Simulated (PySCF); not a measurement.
Method: B3LYP-D3(BJ)/def2-TZVP (PySCF 2.14.0). All species are isolated molecules in the gas phase. B3LYP has the VWN-RPA correlation part, as in Gaussian. 

Reference species (SMILES): `S` (neutral, multiplicity 1).

```json
{
  "HOMO": "-7.23 eV"
}
```

Changed species: `S[Si](Cl)(Cl)Cl` (X = trichlorosilyl; the reference has X = H).

Predict the effect on the HOMO.

the HOMO falls by 0.70 eV, to -7.93 eV.
